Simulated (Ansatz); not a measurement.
Geometry optimisation, RKS PBE/cc-pVDZ in Ansatz.

Input:

```yaml
crystal:
  periodic: [false, false, false]
  atoms:
    - { symbol: "N", position_ang: [-1.20236, -0.38693, -0.62602] }
    - { symbol: C, position_ang: [-0.22443, -0.06176, -0.10309] }
    - { symbol: "N", position_ang: [0.87459, 0.25679, 0.42161] }
    - { symbol: H, position_ang: [-2.11741, -0.58679, -0.9738] }
    - { symbol: H, position_ang: [1.30002, -0.31951, 1.14423] }
    - { symbol: H, position_ang: [1.36959, 1.09819, 0.13707] }
total_charge: 1
basis:
  gaussian: { orbitals: cc-pVDZ }
hamiltonian:
  xc: pbe
relax:
  f_tol: 0.02
  max_steps: 50
output:
  orbitals: {}
```

Command:

```bash
$ ansatz run input.yaml --threads 1 --pin off --max-ram 2048MiB --backend cpu --events-out ev --progress --plain --runs-dir out
```

Where does it end, and by what steps?

The run converged. Limits of this set-up: the dipole of an ion depends on the origin. After 15 steps the energy has fallen by 0.114 eV; N1 moved furthest, 0.23 Å.

| step | energy less start (eV) | largest force component (eV/Å) | accepted |
| --- | --- | --- | --- |
| 0 | 0.0000 | 1.590 | yes |
| 1 | -0.0600 | 0.576 | yes |
| 2 | -0.0634 | 0.198 | yes |
| 3 | -0.0678 | 0.198 | yes |
| 4 | -0.0734 | 0.341 | yes |
| 5 | -0.0973 | 0.255 | yes |
| 6 | 0.0705 | 2.211 | no |
| 7 | -0.0993 | 0.734 | yes |
| 8 | -0.1102 | 0.431 | yes |
| 9 | -0.0703 | 0.421 | no |
| 10 | -0.1127 | 0.444 | yes |
| 11 | -0.1133 | 0.125 | yes |
| 12 | -0.1141 | 0.051 | yes |
| 13 | -0.1142 | 0.030 | yes |
| 14 | -0.1142 | 0.027 | yes |
| 15 | -0.1142 | 0.012 | yes |

```xyz
6
Properties=species:S:1:pos:R:3
N -1.123 -0.512 -0.797
C -0.219 -0.099 -0.153
N 0.873 0.258 0.424
H -2.150 -0.469 -0.812
H 1.275 -0.312 1.183
H 1.345 1.134 0.156
```

Run time: 17 s on 1 CPU thread of a shared host.
